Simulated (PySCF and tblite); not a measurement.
The numbers below are computed, except where a source is named.
C₄H₆O, numbered as in [CH2:1]=[C:2]([CH3:3])[CH:4]=[O:5].

Conformers came from 90 starts (ETKDG and KDG, MMFF94s, GFN2-xTB); geometries are PBE0-D3(BJ)/def2-SVP. Free energies are PBE0-D3(BJ)/def2-TZVP single points with GFN2-xTB rigid-rotor and vibrational terms (modes under about 100 cm⁻¹ blended into free rotors). Symmetry numbers and mirror images are counted. Conformers within 4 kcal/mol (GFN2-xTB free energy) were kept, 5 at most. Run with PySCF (density fitting) and tblite.

Rotational constants are equilibrium values for the commonest isotopes; dipoles come from the energy level named.

Torsions listed: C3–C2–C4–O5.

| conformer | shape | symmetry | weight % |
| --- | --- | --- | --- |
| 1 | 1° | Cs | 99.8 |
| 2 | -179° | Cs | 0.2 |

Sets of constants, in random order:

```csv
set,A (MHz),B (MHz),C (MHz),abs μa (D),abs μb (D),abs μc (D)
P,8646,4424,2980,2.82,0.67,0.03
Q,9538,4058,2898,2.93,0.47,0.02
```

(1) Match each set to its conformer.

Results:

(1) P is conformer 1, Q is conformer 2.
